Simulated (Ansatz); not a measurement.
in.yaml

```yaml
crystal:
  periodic: [false, false, false]
  atoms:
    - {symbol: Br, position_ang: [0.000000, 0.000000, -2.150521]}
    - {symbol: H, position_ang: [0.000000, 0.000000, -0.396521]}
    - {symbol: N, position_ang: [0.000000, 0.000000, 1.853563]}
    - {symbol: C, position_ang: [0.000000, 0.000000, 0.693479]}
basis:
  gaussian: {orbitals: cc-pVDZ}
magnetization: {spin_polarized: false, initial_magnetization: 1}
correlation: {method: fic_mrcisd_q, electrons: outside_noble_gas, active_space: {window: {electrons: 3, orbitals: 3}}}
```

```sh
$ ansatz run in.yaml --threads 2 --pin off --events-out ev --progress --plain --max-ram 15360MiB --backend cuda --devices 0, --max-vram 18GiB
```

Log:

```
630 factors; integrals over basis functions are off by at most 1.3e-3 eV
mean field evaluation 1: about -72521.4239 eV, gradient 2.4e1 eV
mean field evaluation 2: about -72521.4263 eV, gradient 2.4e1 eV
mean field evaluation 4: about -72523.7806 eV, gradient 3.9e0 eV
mean field evaluation 8: about -72523.9055 eV, gradient 1.1e-1 eV
mean field evaluation 16: about -72523.7468 eV, gradient 5.6e-2 eV
mean field evaluation 32: about -72523.7969 eV, gradient 2.6e0 eV
mean field -72523.90561710 eV, -2665.2043729596 hartree, gradient 2.6e-6 eV, S^2 0.750000; 7 other end points of the search recorded, 0 dependent functions left out
reference -72523.90561710 eV, -2665.2043729596 hartree; 25, 24 occupied and 35, 36 virtual orbitals, 630 factors
state -72524.68902911 eV, -2665.2331628201 hartree
contracted CI cycle   1: correlation 0.00000000 eV, 0.0000000000 hartree, residual 2.85e1 eV
contracted CI cycle   2: correlation -9.11563742 eV, -0.3349934964 hartree, residual 5.09e0 eV
contracted CI cycle   3: correlation -9.44377220 eV, -0.3470522273 hartree, residual 1.19e0 eV
contracted CI cycle   4: correlation -9.46545365 eV, -0.3478490057 hartree, residual 3.10e-1 eV
contracted CI cycle   5: correlation -9.46706290 eV, -0.3479081447 hartree, residual 9.38e-2 eV
contracted CI cycle   6: correlation -9.46721120 eV, -0.3479135946 hartree, residual 2.92e-2 eV
contracted CI cycle   7: correlation -9.46722588 eV, -0.3479141339 hartree, residual 1.04e-2 eV
contracted CI cycle   8: correlation -9.46722786 eV, -0.3479142066 hartree, residual 3.62e-3 eV
contracted CI cycle   9: correlation -9.46722810 eV, -0.3479142157 hartree, residual 1.22e-3 eV
state -72524.68902911 eV, -2665.2331628201 hartree; corrected -72535.39333143 eV, -2665.6265386745 hartree
Total energy: -72535.39333143 eV, -2665.6265386745 hartree
```

Natural occupations: 1.9338 1.0000 0.0662.

Ran on 2 threads of AMD EPYC 7R13 with a shared H100 80 GB, shared host: 4.2 s wall, 0.81 GiB peak host memory.
